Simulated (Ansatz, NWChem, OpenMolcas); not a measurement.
## A ladder of methods for CClF3 (SMILES FC(F)(F)Cl)

CClF3 has 5 atoms, charge 0, and is taken as a singlet. As SMILES, `FC(F)(F)Cl`. The coordinates come from a PBE0-D4/def2-TZVP relaxation.

Each level gives the HOMO–LUMO gap (eV). The values are calculated.

```json
{"level": "PBE/def2-SVPD", "kind": "GGA", "program": "Ansatz", "value (eV)": "7.33", "CPU time": "8.2 s"}
{"level": "revPBE/def2-SVPD", "kind": "GGA", "program": "Ansatz", "value (eV)": "7.35", "CPU time": "8.2 s"}
{"level": "r2SCAN/def2-SVPD", "kind": "meta-GGA", "program": "Ansatz", "value (eV)": "8.05", "CPU time": "17 s"}
{"level": "BHLYP/def2-SVPD", "kind": "global hybrid", "program": "OpenMolcas", "value (eV)": "12.33", "CPU time": "38 s"}
{"level": "r2SCAN0/def2-SVPD", "kind": "hybrid meta-GGA", "program": "Ansatz", "value (eV)": "10.46", "CPU time": "18 s"}
{"level": "CAM-B3LYP/def2-SVPD", "kind": "range-separated hybrid", "program": "Ansatz", "value (eV)": "12.41", "CPU time": "11 s"}
{"level": "wB97M-V/def2-SVPD", "kind": "range-separated hybrid", "program": "Ansatz", "value (eV)": "13.98", "CPU time": "74 s"}
{"level": "B2PLYP/def2-SVPD", "kind": "double hybrid", "program": "NWChem", "value (eV)": "12.57", "CPU time": "21 s"}
```

The values span 7.33 to 13.98 eV. Orbital gaps aren't excitation energies, and those of double hybrids come from the SCF part alone; they tend to grow with the share of exact exchange. CPU times are rough (shared hosts, several kinds of processor): they show what a rung costs within a factor of a few.
